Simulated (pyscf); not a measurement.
## Routes from Cl–C•(Cl)–Cl (SMILES Cl[C](Cl)Cl) + HF (SMILES F)

Candidate steps break at most two bonds and form at most two. Each was searched with GFN2-xTB (tblite) first. Optimised with ωB97X-D3(BJ)/def2-SVP in PySCF. Energies: ωB97M-D3(BJ)/def2-TZVP, kcal/mol, from the separated reactants, doublet surface; ΔG‡ with ideal gas, 1 atm, RRHO with modes under 100 cm⁻¹ raised to 100, one conformer, R ln 2 for chiral ones without a mode under 150 cm⁻¹.

```csv
products,type,ΔE‡,ΔE,ΔG‡ 298 K,ΔG‡ 900 K,ν‡ (cm⁻¹)
F–C•(Cl)–Cl + HCl,four-centre exchange,47.8,+0.9,55.9,74.5,358i
Cl• + F–CH(Cl)–Cl,concerted two-bond exchange,61.6,+3.6,70.7,89.8,1104i
```

Plain bond fissions and candidates not yet searched are not listed, and one of them may be faster. Each barrier is that of the saddle found; lower ones may exist. Left out: orbital degeneracy and the spin-orbit lowering of Cl.
